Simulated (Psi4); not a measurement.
Psi4 input (wB97X-D/6-311+G**):

```
memory 1500 MB

molecule {
0 1
C    -0.00121882   -0.00583875    0.66227812
C     0.00121882    0.00583875   -0.66227812
H     0.01665750    0.91035156    1.24013365
H    -0.02119201   -0.93207417    1.22382087
H     0.02119201    0.93207417   -1.22382087
H    -0.01665750   -0.91035156   -1.24013365
symmetry c1
no_reorient
no_com
}

set {
  basis 6-311+G**
  reference rks
  scf_type pk
  dft_radial_points 99
  dft_spherical_points 590
  e_convergence 1e-8
  d_convergence 1e-7
  maxiter 150
}

e = energy('wb97x-d')
print_out(f'\nFINAL {e:.10f} DIPOLE {variable("CURRENT DIPOLE")[0]:.6f} {variable("CURRENT DIPOLE")[1]:.6f} {variable("CURRENT DIPOLE")[2]:.6f}\n')
```

From the last part of the output:

```
      45A      1.855503    46A      1.878394    47A      2.059685
      48A      2.122241    49A      2.196035    50A      2.244579
      51A      2.248042    52A      2.321130    53A      2.442075
      54A      2.528405    55A      2.632089    56A      2.649158
      57A      2.733800    58A      2.789155    59A      2.832099
      60A      2.900239    61A      2.995824    62A      3.239372
      63A      3.545666    64A      3.745830    65A      3.932897
      66A      4.211519    67A     23.875465    68A     24.426266

    Final Occupation by Irrep:
              A
    DOCC [     8 ]
    NA   [     8 ]
    NB   [     8 ]

  @RKS Final Energy:   -78.58067253061002

   => Energetics <=

    Nuclear Repulsion Energy =             33.4817421170837548
    One-Electron Energy =                -170.5390717939336866
    Two-Electron Energy =                  66.8058310178057866
    DFT Exchange-Correlation Energy =      -8.3283445114994930
    Empirical Dispersion Energy =          -0.0008293600663880
    VV10 Nonlocal Energy =                  0.0000000000000000
    Total Energy =                        -78.5806725306100162

Computation Completed

Properties will be evaluated at   0.000000,   0.000000,   0.000000 [a0]

Properties computed using the SCF density matrix

 Multipole Moments:

 ------------------------------------------------------------------------------------
     Multipole            Electronic (a.u.)      Nuclear  (a.u.)        Total (a.u.)
 ------------------------------------------------------------------------------------

 L = 1.  Multiply by 2.5417464519 to convert [e a0] to [Debye]
 Dipole X            :          0.0000000            0.0000000            0.0000000
 Dipole Y            :          0.0000000            0.0000000            0.0000000
 Dipole Z            :          0.0000000            0.0000000            0.0000000
 Magnitude           :                                                    0.0000000

 ------------------------------------------------------------------------------------

FINAL -78.5806725306 DIPOLE 0.000000 0.000000 0.000000

*** Psi4 exiting successfully. Buy a developer a beer!
```
